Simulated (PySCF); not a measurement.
**Spin states of LiF**

Unrestricted PBE0; PySCF, spin-free X2C with a Gaussian nucleus, basis sets Li jorge-DZP-DKH, F jorge-DZP-DKH. Outer shells of the fragments: Li 2s1; F 2s2 2p5.

Followed along the bond (rough minima from three points):

```json
{"2Ms+1": "1", "unpaired": "none", "⟨S²⟩ at the start": "0.00", "R at minimum (Å)": "1.61", "Te (eV)": "0.00"}
{"2Ms+1": "3", "unpaired": "σ ↑, π ↑", "⟨S²⟩ at the start": "2.00", "R at minimum (Å)": "none in the scan", "Te (eV)": "≤ 5.47"}
```

Solutions found at the starting distance of 1.900 Å, counted from the lowest of them; the search is not exhaustive and high or unbound solutions are not listed, so other states can lie among these:

```tsv
2Ms+1	unpaired	term	E (eV)	⟨S²⟩	⟨Lz²⟩	μ (D)
1	none	¹Σ⁺	0.00	0.00	0.00	-7.58
3	σ ↑, π ↑	³Π	5.14	2.00	1.00	2.45
1	σ ↓, π ↑	mixed	5.16	1.00	1.00	2.61
3	σ ↑↑	³Σ⁺	5.52	2.00	0.00	2.58
3	π ↑↑	mixed	6.52	2.00	2.00	0.41
3	π ↑↑	mixed	6.61	2.00	2.00	0.58
```

A term symbol is given only where ⟨S²⟩ and ⟨Lz²⟩ are close to those of a pure state; real π, δ and φ orbitals otherwise mix terms. A positive dipole means Li(−)F(+).

Counting both spins, an empty level lies below a filled one in some of these solutions, because spin and occupation are held.
